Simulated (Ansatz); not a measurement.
The input, for Ansatz 0.2.0:

```yaml
crystal:
  periodic: [false, false, false]
  atoms:
    - {symbol: C, position_ang: [-0.015433, -0.009008, 1.704440]}
    - {symbol: Si, position_ang: [-0.016266, -0.025151, -0.036913]}
    - {symbol: F, position_ang: [0.031698, 0.034159, -1.667527]}
basis:
  gaussian: {orbitals: cc-pVDZ}
magnetization: {spin_polarized: false, initial_magnetization: 1}
correlation: {active_space: {window: {electrons: 3, orbitals: 3}, states: [{multiplicity: 2, weights: [1, 1]}], root: 2}}
```

```sh
$ ansatz run in.yaml --threads 1 --pin off --events-out ev --progress --plain --max-ram 2393MiB
```

Q: One thing in this input was set wrong on purpose, beside settings that are merely unusual. What is the gravest fault, and what does the program do?

A: Root beyond the states. How the run ends: refused.
```
Error: the active space averages no state 2, counted from zero
```
